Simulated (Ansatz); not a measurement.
Potential energy surface of HLi₂, doublet: collinear Li-H-Li surface. Scanned: Li-H distance and H-Li distance.

Cartesian coordinates as functions of the variables (Å; names that start with a are angles):
```
Li  0  0  -r1
H  0  0  0
Li  0  0  r2
```

Level of theory: MP2 on UHF/cc-pVDZ, frozen core in Ansatz (a program for electronic structure).

Energy in eV above the lowest grid point; x is the Li-H distance (Å), y the H-Li distance (Å).

```csv
y \ x,1.36,1.44,1.59,1.71,1.84,2,2.19,2.37,2.66,3.03,3.38,4.09,4.64
4.64,0.841,0.681,0.564,0.588,0.689,0.878,1.154,1.559,2.097,2.393,2.513,2.594,2.610
3.86,0.795,0.635,0.518,0.541,0.641,0.829,1.103,1.451,2.047,2.359,2.481,2.563,2.580
3.43,0.744,0.584,0.466,0.488,0.587,0.773,1.045,1.346,1.980,2.303,2.424,2.507,2.524
2.98,0.652,0.492,0.373,0.395,0.491,0.675,0.942,1.222,1.832,2.151,2.265,2.348,2.367
2.60,0.532,0.372,0.253,0.273,0.367,0.546,0.806,1.072,1.530,1.755,1.874,1.984,2.017
2.39,0.449,0.290,0.171,0.189,0.281,0.457,0.709,0.953,1.132,1.274,1.382,1.550,1.611
2.22,0.379,0.220,0.101,0.119,0.209,0.380,0.616,0.740,0.875,1.001,1.082,1.169,1.200
2.03,0.308,0.150,0.032,0.049,0.136,0.296,0.402,0.486,0.608,0.728,0.805,0.889,0.919
1.89,0.274,0.117,0.000,0.016,0.100,0.172,0.244,0.322,0.440,0.556,0.631,0.712,0.742
1.71,0.281,0.127,0.013,0.029,0.012,0.040,0.107,0.181,0.295,0.407,0.480,0.560,0.588
1.57,0.362,0.210,0.087,0.018,0.001,0.029,0.095,0.168,0.280,0.391,0.463,0.541,0.569
1.45,0.516,0.367,0.179,0.113,0.098,0.127,0.194,0.267,0.379,0.490,0.561,0.639,0.666
1.36,0.702,0.534,0.345,0.281,0.268,0.299,0.367,0.441,0.554,0.665,0.736,0.813,0.841
```

Points that lie below all their neighbours on the grid: x = 1.59, y = 1.89 (0.000 eV); x = 1.84, y = 1.57 (0.001 eV). The lowest path on the grid from the first to the second passes x = 1.71, y = 1.89 at 0.016 eV.
